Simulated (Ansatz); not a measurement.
## Structure relaxation of Sr₂Ca

Computed with DFT PBE, scalar-relativistic, plane waves, PAW (Ansatz 0.2.0). Cutoff 420 eV, Γ-centred k mesh, Gaussian smearing, no spin polarisation in the final step.

Sr₂Ca was placed on the sites of a reported Li2Pt cell (P6/mmm, No. 191), with Ca in place of Pt, Sr in place of Li, at a guessed volume.

```
Sr Ca
1.0
     5.55611    0.00000    0.00000
    -2.77805    4.81173    0.00000
     0.00000    0.00000    3.53197
Sr Ca
2 1
Direct
  0.33333 0.66667 0.50000
  0.66667 0.33333 0.50000
  0.00000 0.00000 0.00000
```

Cell and atoms relax at zero pressure; the relaxation can't lower the symmetry of the start. After a coarse first stage the cell is made exact in the group found at 0.06 Å.

Energies over the elements count from the elements' standard structures at the same level, with no empirical corrections.

(1) What does it relax into?

(2) What are its volume, energy, density and gap?

Results:

(1) It keeps P6/mmm (No. 191). Conventional cell: a = 6.649 Å, c = 3.945 Å. Sr has 5 Sr at 3.84–3.94 Å and 6 Ca at 4.32 Å; Ca has 2 Ca at 3.94 Å and 12 Sr at 4.32 Å.

```xyz
3
Lattice="6.6491 0.0000 0.0000 -3.3245 5.7583 0.0000 0.0000 0.0000 3.9448" Properties=species:S:1:pos:R:3 pbc="T T T"
Sr    0.0000    3.8388    1.9724
Sr    3.3245    1.9194    1.9724
Ca    0.0000    0.0000    0.0000
```

(2) The volume per atom is 50.34 Å³. The density is 2.37 g/cm³ and the energy over the elements is 0.08 eV/atom. The gap on the 12×12×12 mesh is 0 eV (a metal).

The final run used a 12×12×12 mesh on its 3-atom cell and 0.10 eV smearing. The k mesh leaves about 4 meV/atom of noise in metals. Symmetry constrained the relaxation, so the result can be a saddle point.

Cost: 3 runs of about 1.9 core-minutes in all, on Arm Neoverse V2 (shared hosts).